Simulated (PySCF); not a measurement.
Species: C₄H₂O₂.
SMILES with atom numbers: `[O:1]=[CH:2][c:3]1[cH:4][c:5]1=[O:6]` (hydrogens: H7 on C2; H8 on C4)

Method: PBE0-D3(BJ)/def2-SVP geometry optimisation, gas phase in PySCF; density fitting, grid level 1; the optimiser is geomeTRIC in internal coordinates, started from a GFN2-xTB structure.

Step 0: E = -8255.9593 eV
```
atom  x, y, z in Å  |  force x, y, z in eV/Å
O1      2.0988   -1.0568    0.3043    0.019  -0.213   0.042
C2      1.5039   -0.0353    0.0964    0.356   0.015   0.018
C3      0.0458    0.0482   -0.0070   -1.022  -0.325  -0.010
C4     -1.1025   -0.6773    0.0440    0.721   1.088  -0.136
C5     -1.2011    0.7352   -0.1989    0.411  -0.567   0.125
O6     -1.8360    1.7178   -0.4019   -0.436   0.644  -0.145
H7      2.0177    0.9337   -0.0348    0.242   0.253  -0.027
H8     -1.5173   -1.6519    0.1818   -0.291  -0.895   0.133
```

Step 1: E = -8255.9903 eV
```
atom  x, y, z in Å  |  force x, y, z in eV/Å
O1      2.0558   -1.0362    0.4698    0.012  -0.015  -0.012
C2      1.5133   -0.0330    0.0934   -0.057   0.004   0.083
C3      0.0342    0.0732   -0.0019    0.132   0.035  -0.093
C4     -1.0899   -0.6704    0.0102   -0.168  -0.087   0.097
C5     -1.2220    0.7494   -0.1673   -0.021   0.011  -0.002
O6     -1.8777    1.7362   -0.3280    0.010  -0.031  -0.006
H7      2.0777    0.8846   -0.1901    0.006  -0.008  -0.020
H8     -1.4821   -1.6902    0.0978    0.085   0.091  -0.048
```

Step 2: E = -8255.9912 eV
```
atom  x, y, z in Å  |  force x, y, z in eV/Å
O1      2.0536   -1.0400    0.4667   -0.018  -0.003   0.026
C2      1.5117   -0.0330    0.0994    0.003  -0.006  -0.043
C3      0.0341    0.0776    0.0002    0.045  -0.001  -0.028
C4     -1.0896   -0.6683    0.0122   -0.057   0.027   0.063
C5     -1.2242    0.7508   -0.1667   -0.010   0.000  -0.011
O6     -1.8826    1.7350   -0.3303    0.007  -0.016  -0.002
H7      2.0793    0.8799   -0.1931    0.003   0.007   0.021
H8     -1.4729   -1.6884    0.0955    0.026  -0.008  -0.027
```

Step 3: E = -8255.9917 eV
```
atom  x, y, z in Å  |  force x, y, z in eV/Å
O1      2.0399   -1.0448    0.4682    0.046   0.009   0.011
C2      1.5113   -0.0324    0.0957   -0.032  -0.037   0.010
C3      0.0349    0.0828   -0.0020   -0.043   0.024  -0.047
C4     -1.0878   -0.6661    0.0150    0.042   0.092   0.039
C5     -1.2266    0.7520   -0.1658    0.004  -0.014  -0.010
O6     -1.8890    1.7330   -0.3303   -0.001   0.007  -0.001
H7      2.0868    0.8772   -0.1921    0.004  -0.011   0.009
H8     -1.4602   -1.6882    0.0951   -0.020  -0.071  -0.012
```

Problem. Estimate the geometry and energy of step 4. (The exact step hangs on the optimiser's Hessian estimate; all steps are aligned on step 3, rigid shifts and turns removed.)

Solution. E = -8255.9917 eV, largest force 0.111 eV/Å
```
atom  x, y, z in Å  |  force x, y, z in eV/Å
O1      2.0429   -1.0450    0.4711   -0.046  -0.010  -0.013
C2      1.5096   -0.0372    0.0923    0.064   0.067   0.062
C3      0.0340    0.0862   -0.0049   -0.047  -0.072  -0.027
C4     -1.0884   -0.6631    0.0173    0.066   0.079   0.013
C5     -1.2290    0.7543   -0.1655   -0.004  -0.010  -0.009
O6     -1.8931    1.7338   -0.3301    0.006   0.011   0.001
H7      2.0866    0.8730   -0.1902    0.000  -0.006  -0.025
H8     -1.4533   -1.6884    0.0938   -0.038  -0.058  -0.002
```

The energy changes by 0.0000 eV. The first-order estimate −F·Δx gives -0.0009 eV and the mean of the old and new forces, exact on a quadratic surface, +0.0001 eV. The step makes an angle of 67° with the force vector and moves no atom by more than 0.007 Å.

What follows is the cost of the whole optimisation. Hardware: one thread, Arm Neoverse N1 (aarch64), shared host. Cost: 31 s, 0.44 GiB resident at most.
